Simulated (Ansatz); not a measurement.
## C2H3F, SMILES C=CF: the interaction energy of a dimer with the counterpoise correction, step by step

Program: Ansatz 0.2.0, Python API.

Run as a notebook:

In [1]:
```python
import ansatz as az
```

In [2]:
```python
FIRST = [
    ("C", (-0.5187, 0.0618, -0.4138)),
    ("C", (0.4779, 0.003, 0.3858)),
    ("F", (0.9098, -1.1898, 0.7755)),
    ("H", (-0.9994, -0.7733, -0.7843)),
    ("H", (-0.9325, 1.0669, -0.7648)),
    ("H", (1.0629, 0.8316, 0.8015)),
]
SECOND = [
    ("C", (4.6465, 3.1316, -0.0179)),
    ("C", (3.4504, 2.834, 0.3242)),
    ("F", (2.6036, 3.8194, 0.5947)),
    ("H", (4.9864, 4.1022, -0.1078)),
    ("H", (5.4128, 2.3161, -0.2468)),
    ("H", (2.9992, 1.8391, 0.4147)),
]
```

In [3]:
```python
def energy(atoms, ghosts=()):
    molecule = az.Crystal.molecule()
    for symbol, xyz in atoms:
        molecule = molecule.atom(symbol, xyz)
    calc = (
        molecule.calculation()
        .basis(gaussian="def2-SVP")
        .functional("hf")
    )
    deck = calc.input()
    if ghosts:
        deck = deck.set(az.key.basis.gaussian.ghost_atoms, [{"symbol": s, "position_ang": list(xyz)} for s, xyz in ghosts])
    return az.Session.from_dict(deck).plan().execute().report["free_energy_ev"]
```

In [4]:
```python
# monomers in their own basis and in the basis of the dimer
both = energy(FIRST + SECOND)
alone = energy(FIRST) + energy(SECOND)
ghosted = energy(FIRST, SECOND) + energy(SECOND, FIRST)
print(f"dimer {both:.6f} eV")
print(f"interaction, uncorrected   {96.485332 * (both - alone):8.3f} kJ/mol")
print(f"interaction, counterpoise  {96.485332 * (both - ghosted):8.3f} kJ/mol")
print(f"basis-set superposition    {96.485332 * (alone - ghosted):8.3f} kJ/mol")
```
```text
dimer -9618.684769 eV
interaction, uncorrected      3.053 kJ/mol
interaction, counterpoise     3.985 kJ/mol
basis-set superposition       0.932 kJ/mol
```

Uncorrected it is 3.053 kJ/mol, with the counterpoise correction 3.985 kJ/mol; the difference, 0.93 kJ/mol, is the superposition error. In this basis both values are repulsive.

Caveats:
- Total energies depend on the basis set; only differences at equal settings carry meaning.
- The dimer is a generated trial pose of unrelaxed monomers, not a minimum, so the figure is no binding energy, and the basis set is small.
- Hartree-Fock leaves correlation out, so bond, atomisation and ionisation energies come out well too low.
- This level lacks the dispersion part of the attraction (electrostatics and induction are there), which can decide the sign where the interaction is weak.
- Run time: 2.1 s on 1 thread of Arm Neoverse V2, with other jobs on the host, peak memory 0.24 GiB.

(Lines on the test bed's own set-up are left out of the output.)
